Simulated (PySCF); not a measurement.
**SF3: from structure and modes to constants**

Computed with PySCF, UPBE0, basis S def2-TZVP, F def2-TZVP (no relativity, density fitting).

The doublet minimum has Cs symmetry. Masses (u): S 31.97207, F 18.99840.

```xyz
4
charge 0 multiplicity 2, angstrom
S     0.1461    0.2592   -0.2261
F     1.5855   -0.5324   -0.0070
F    -1.2584    1.1013    0.0278
F    -0.5729   -1.0050    0.3610
```

Harmonic wavenumbers (cm⁻¹): 144.4 (a', ×1), 369.7 (a', ×1), 475.6 (a'', ×1), 585.1 (a', ×1), 726.1 (a'', ×1), 871.2 (a', ×1).

What is the harmonic zero-point energy?

Half the sum of all 6 wavenumbers, 3172/2 = 1586 cm⁻¹, which is 19.0 kJ/mol (1 cm⁻¹ = 0.0119627 kJ/mol).

Find the vibrational entropy and heat capacity at 298.15 K.

With u = 1.43878 ω/T, each mode gives S = R[u/(eᵘ−1) − ln(1−e⁻ᵘ)] and C = R u² eᵘ/(eᵘ−1)².
```
ω (cm⁻¹)      u  S (J/(mol K))  C (J/(mol K))
   144.4  0.697          11.48           7.99
   369.7  1.784           4.52           6.42
   475.6  2.295           3.02           5.46
   585.1  2.823           1.99           4.45
   726.1  3.504           1.16           3.26
   871.2  4.204           0.66           2.26
```
The sums over all modes are S = 22.8 and C = 29.8 J/(mol K); the softest mode gives 50 % of the entropy.

Give the standard entropy (298.15 K, 1 bar) by its translational, rotational, vibrational and spin parts, and Cp.

Sackur–Tetrode with M = 88.97 u gives 164.8; rotation with symmetry number 1 gives 103.2; vibration 22.8; spin R ln 2 = 5.8. The total is 296.6 J/(mol K), and Cp = 4 R + 29.8 = 63.1 J/(mol K).

Only a few start shapes were tried, so a lower isomer may exist.
